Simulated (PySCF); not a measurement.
# Worked example for methyltrichlorosilane: homolysis of bond C1–Si2

Structure: `C[Si](Cl)(Cl)Cl` (CH3Cl3Si). Non-hydrogen atoms are numbered in `[CH3:1][Si:2]([Cl:3])([Cl:4])[Cl:5]`.

Level of theory: M06-2X/def2-TZVP single points in PySCF, grid level 3; every species was optimised with PBE0-D3(BJ)/def2-SVP. Thermal corrections: PBE0-D3(BJ)/def2-SVP frequencies, unscaled, ideal gas at 298.15 K and 1 bar, quasi-RRHO entropy.

Step: `C[Si](Cl)(Cl)Cl` → CH3• + `Cl[Si](Cl)Cl`.

```tsv
species	charge	multiplicity	E / Eh
C[Si](Cl)(Cl)Cl	0	1	-1710.168339
CH3•	0	2	-39.823710
Cl[Si](Cl)Cl	0	2	-1670.191991
```

Thermal terms, products less reactant: Δ(H − E) = -15.50 kJ/mol, Δ(G − E) = -64.89 kJ/mol. 1 Eh = 2625.50 kJ/mol.

**Question.** What are ΔE, ΔH and ΔG of this step?

**Answer.** ΔE = 0.152638 Eh = 400.75 kJ/mol; ΔH = 385.2 kJ/mol; ΔG = 335.9 kJ/mol, all in the gas phase at 298.15 K and 1 bar. The digits show the arithmetic; the method itself can be off by 10 kJ/mol or more.

Note: spin-orbit coupling is left out of the energies, which matters for open shells on the heavier atoms.
